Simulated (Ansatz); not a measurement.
Ansatz (a program for electronic structure) input (HF/3-21G): The .json file is the Basis Set Exchange's 3-21G.

Ansatz 0.2 input:
```yaml
crystal:
  periodic: [false, false, false]
  atoms:
    - {symbol: N, position_ang: [-0.00181269, 0.00359022, 1.22722463]}
    - {symbol: C, position_ang: [0.00162323, 1.08102868, 0.39732440]}
    - {symbol: C, position_ang: [-0.00280630, -1.07868549, 0.40363605]}
    - {symbol: C, position_ang: [0.00285416, 0.70543113, -0.95100856]}
    - {symbol: C, position_ang: [-0.00005088, -0.71098333, -0.94686916]}
    - {symbol: H, position_ang: [0.00308933, 2.08907821, 0.79989107]}
    - {symbol: H, position_ang: [-0.00547032, -2.08436240, 0.81208774]}
    - {symbol: H, position_ang: [0.00547332, 1.35944646, -1.81451217]}
    - {symbol: H, position_ang: [-0.00012480, -1.37003976, -1.80653539]}
basis:
  gaussian:
    orbitals: 3-21G.json
hamiltonian:
  xc: {name: HF}
total_charge: -1
relax: {f_tol: 0.003, max_steps: 120}
```

Question: What final total energy does it give?

Answer: -207.02522 Eh.
